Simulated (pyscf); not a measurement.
F–Ga [singlet] + H₂ → GaH [singlet] + HF, a four-centre exchange (singlet surface; F–Ga, H–H broken, Ga–H, F–H formed). Optimised with ωB97X-D3(BJ)/def2-SVP in PySCF. Energies in kcal/mol from the separated reactants.

Small-basis levels: PySCF, no dispersion term, spherical d functions. AM1 to PM7: differences of heats of formation from MOPAC, which are fitted to 298 K values and so differ in kind from electronic energies by zero-point and thermal terms. GFN2-xTB: tblite. 

```tsv
level	barrier	reaction energy
HF/3-21G	52.3	+57.6
B3LYP/3-21G	43.3	+71.8
B3LYP/6-31G*+LANL2DZ	42.2	+52.4
B3LYP/6-311+G**+LANL2DZ	?	+43.3
PBE/def2-SVP	27.8	+46.4
GFN2-xTB	?	+74.5
PM3	43.3	+63.2
ωB97M-D3(BJ)/def2-TZVP	?	+41.6
```

Fill in the missing entries.


- B3LYP/6-311+G**+LANL2DZ, barrier: 37.9
- GFN2-xTB, barrier: 44.1
- ωB97M-D3(BJ)/def2-TZVP, barrier: 35.5

Against the last row the barrier runs from -7.7 (PBE/def2-SVP) to +16.8 kcal/mol (HF/3-21G). ωB97M-D3(BJ)/def2-TZVP has limits of its own. On the product side the descent ends in a bound adduct, 8.8 kcal/mol under the separated species and 2.1 kcal/mol under the saddle at ωB97X-D3(BJ)/def2-TZVP. At ωB97M-D3(BJ) the saddle lies under the separated products, which points to a path from their complex (located at ωB97X-D3(BJ) alone), and parting the products costs more than the saddle. This is the saddle that the search found; another between the same sides may lie lower. In the def2 sets elements up to Kr have no core potential.
